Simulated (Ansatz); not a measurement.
Input file:

```yaml
crystal:
  periodic: [false, false, false]
  atoms:
    - {symbol: Si, position_ang: [0.000000, 0.071910, -0.076258]}
    - {symbol: H, position_ang: [0.000000, -1.352725, -0.896715]}
    - {symbol: H, position_ang: [0.439321, -0.325502, 1.510796]}
    - {symbol: H, position_ang: [-0.439321, -0.325502, 1.510796]}
basis:
  gaussian: {orbitals: def2-TZVP}
total_charge: 1
magnetization: {spin_polarized: false, initial_magnetization: 2}
correlation: {method: ccsdt, electrons: outside_noble_gas}
```

```sh
$ ansatz run in.yaml --threads 1 --pin off --events-out ev --progress --plain --max-ram 2393MiB
```

Log:

```
742 factors; integrals over basis functions are off by at most 1.6e-7 eV
mean field evaluation 1: about -7897.0976 eV, gradient 8.7e0 eV
mean field evaluation 2: about -7897.1098 eV, gradient 8.7e0 eV
mean field evaluation 4: about -7897.9117 eV, gradient 1.1e0 eV
mean field evaluation 8: about -7897.9464 eV, gradient 4.3e-4 eV
mean field evaluation 16: about -7897.8898 eV, gradient 1.1e0 eV
mean field -7897.94643193 eV, -290.2441779530 hartree, gradient 3.0e-6 eV, S^2 2.000000; 0 other end points of the search recorded, 0 dependent functions left out
5 core orbitals not correlated: weight in the atoms' cores, before any rotation towards them, 1.000 or more for the frozen orbitals, at most 0.000 for the correlated occupied ones
reference -7897.94643193 eV, -290.2441779530 hartree; 4, 2 occupied and 46, 48 virtual orbitals, 742 factors
second order -2.38730718 eV of doubles, -0.03838463 eV of singles
cycle   1  -2.88466079 eV  change   -4.6e-1 eV  update   6.3e-2
cycle   2  -3.19196044 eV  change   -3.1e-1 eV  update   3.2e-2
cycle   3  -3.21251394 eV  change   -2.1e-2 eV  update   1.4e-2
cycle   4  -3.22381415 eV  change   -1.1e-2 eV  update   7.9e-3
cycle   5  -3.22519195 eV  change   -1.4e-3 eV  update   3.0e-3
cycle   6  -3.22397196 eV  change    1.2e-3 eV  update   1.1e-3
cycle   7  -3.22482125 eV  change   -8.5e-4 eV  update   5.0e-4
cycle   8  -3.22501181 eV  change   -1.9e-4 eV  update   2.0e-4
cycle   9  -3.22485626 eV  change    1.6e-4 eV  update   8.5e-5
cycle  10  -3.22486462 eV  change   -8.4e-6 eV  update   3.0e-5
cycle  11  -3.22487573 eV  change   -1.1e-5 eV  update   1.2e-5
cycle  12  -3.22487679 eV  change   -1.1e-6 eV  update   4.3e-6
cycle  13  -3.22487515 eV  change    1.6e-6 eV  update   2.1e-6
cycle  14  -3.22487296 eV  change    2.2e-6 eV  update   8.3e-7
cycle  15  -3.22487297 eV  change   -1.4e-8 eV  update   3.4e-7
Total energy: -7901.17130490 eV, -290.3626898487 hartree
```

Ran on 1 thread of AMD EPYC 7R43, shared host: 6 s wall, 0.26 GiB peak host memory.
